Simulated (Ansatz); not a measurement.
**BO (doublet): from Hartree-Fock to the top rungs at distance B1–O2 = 1.649 Å, 6-31G**

Aim: climb from Hartree-Fock through coupled cluster and multireference methods for BO (doublet) at one geometry and basis, and see what each rung misses.

Method: 6-31G, core rule «outside noble gas», up to 2 orbitals frozen; program: Ansatz 0.2.0, Gaussian basis.

Plan: UHF; CCSD(T) on ROHF; CCSD(T) on UHF; BCCD(T) on ROHF; CISD; CCSDT(Q) on ROHF; CCSDT(Q) on UHF; CISDTQ; CCSDTQ on ROHF; CCSDTQ on UHF; CASSCF and MRCISD+Q, 3 electrons in 3 orbitals; CASSCF and NEVPT2, 3 electrons in 3 orbitals; CASSCF and MRCISD+Q, 9 electrons in 8 orbitals; CASSCF and NEVPT2, 9 electrons in 8 orbitals; Full CI.

22 further runs of the same task are left out: 4 for a known fault of the program, 15 that didn't finish, 3 set aside as unsound or not needed.

## (1) The geometry

The geometry derives from a PBE0/def2-TZVP stationary point (not a proven minimum). One bond is set to the value named and the two fragments are kept rigid.

2 atoms, charge 0, spin multiplicity 2.

Atoms are counted from 1 here; the program's logs count them from 0.

Bond lengths: B1–O2 1.649 Å.

## (2) UHF

File in.yaml:

```yaml
crystal:
  periodic: [false, false, false]
  atoms:
    - {symbol: B, position_ang: [0.000000, 0.000000, 0.000000]}
    - {symbol: O, position_ang: [0.000000, 0.000000, 1.649000]}
basis:
  gaussian: {orbitals: 6-31G}
magnetization: {spin_polarized: true, initial_magnetization: 1}
hamiltonian: {xc: hf}
output: {orbitals: {seedname: orbitals}}
```

Run with:

```console
> ansatz run in.yaml --threads 1 --pin off --events-out ev --progress --plain --max-ram 2393MiB
```

The runs that follow: CCSD(T) on ROHF; CCSD(T) on UHF; BCCD(T) on ROHF; CISD; CCSDT(Q) on ROHF; CCSDT(Q) on UHF; CISDTQ; CCSDTQ on ROHF; CCSDTQ on UHF; CASSCF and MRCISD+Q, 3 electrons in 3 orbitals; CASSCF and NEVPT2, 3 electrons in 3 orbitals; CASSCF and MRCISD+Q, 9 electrons in 8 orbitals; CASSCF and NEVPT2, 9 electrons in 8 orbitals; Full CI.

Q: Predict the results of all the runs planned. Wanted: FCI below the RHF energy; RMP2 from FCI; UMP2 from FCI; RCCSD from FCI; RCCSD(T) from FCI; UCCSD(T) from FCI; RCCSDT(Q) from FCI; UCCSDT(Q) from FCI; MRCISD+Q pair from FCI.

The runs gave:

| quantity | value |
| --- | --- |
| FCI below the RHF energy | -5.1284 eV |
| RMP2 from FCI | +156.2 kJ/mol |
| UMP2 from FCI | +208.1 kJ/mol |
| RCCSD from FCI | +47.2 kJ/mol |
| RCCSD(T) from FCI | +13.0 kJ/mol |
| UCCSD(T) from FCI | +22.1 kJ/mol |
| RCCSDT(Q) from FCI | -4.4 kJ/mol |
| UCCSDT(Q) from FCI | -13.8 kJ/mol |
| MRCISD+Q pair from FCI | +65.2 kJ/mol |
| NEVPT2 valence from FCI | +45.2 kJ/mol |
| MRCISD+Q valence from FCI | +6.7 kJ/mol |
| levels within 1 kcal/mol (43 meV) | RCCSDT, UCCSDT, RCCSDTQ, UCCSDTQ |
| T1 diagnostic | 0.131 |
| effectively unpaired electrons | 1.24 |

What this shows: RCCSD(T) lands +13.0 kJ/mol from the yardstick (2.6 % of the correlation energy). CCSD(T) misses by +13.0 kJ/mol on the restricted determinant and by +22.1 kJ/mol on the unrestricted one; the two need not hold the same state or core. RCCSDT(Q), UCCSDT(Q), RCCSDTQ, UCCSDTQ fall below full CI: unrestricted runs freeze a spin-polarised core, another one than full CI's, and coupled cluster isn't variational. The occupations show some static correlation. Of the multireference levels listed MRCISD+Q valence comes nearest in total energy (+6.7 kJ/mol), which doesn't show that its space is the better one. Coupled cluster took another determinant than the lowest Hartree-Fock one. These misses are within one basis, not against nature; the frozen cores of restricted and unrestricted runs differ, which can shift their rows.
